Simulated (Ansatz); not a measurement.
Other spins and charges of HN–NH, triplet at one geometry

Geometry (PBE0/def2-TZVP stationary point for this spin, not checked as a minimum):

```yaml
atoms:
  - { symbol: N, position_ang: [0.0000, -0.1683, 0.6052] }
  - { symbol: N, position_ang: [0.0000, 0.1683, -0.6052] }
  - { symbol: H, position_ang: [0.0000, 0.5334, 1.3366] }
  - { symbol: H, position_ang: [0.0000, -0.5334, -1.3366] }
```

Basis cc-pVTZ; Ansatz 0.2.0. Correlated methods freeze the noble-gas cores. Prefix R: restricted or restricted open-shell reference; prefix U: unrestricted. Active spaces: valence = (12e, 10o) chosen from the atoms' valence shells.

Gaps are energies of the second state less the first, at fixed atoms, for a selection of the levels run; each method lands on the state that its own search finds for that charge and spin.

Question: PBE gives 12.622 eV for removing an electron, to the quartet. Estimate what UCCSDT(Q) gives in cc-pVTZ.

Answer: UCCSDT(Q) in cc-pVTZ gives 12.280 eV, so against it PBE is off by 0.342 eV, of which a good part can be the reference's own basis and frozen-core error.

```tsv
level	gap (eV)	error (meV)
RHF	10.191	-2089
UHF	10.204	-2076
RMP2	12.627	347
UMP2	12.457	177
RCCSD	12.094	-186
UCCSD	12.105	-175
RCCSD(T)	12.278	-2
UCCSD(T)	12.274	-6
BCCD(T)	12.277	-3
RCCSDT	12.261	-19
UCCSDT	12.262	-18
RCCSDT(Q)	12.283	3
CASSCF (valence space)	10.706	-1574
NEVPT2 (valence space)	12.082	-198
MRCISD (valence space)	12.025	-255
MRCISD+Q (valence space)	12.222	-58
r2SCAN	12.285	5
PBE0	12.322	42
B3LYP	12.536	256
wB97M-V	12.408	128
B2PLYP	12.420	140
RPA-PBE	12.599	319
```

Full CI isn't at hand for all of this; UCCSDT(Q) serves as the reference, and is uncertain by the last step of the cluster series or more. The frozen core follows each run's orbitals, which can shift R against U totals by a few meV.
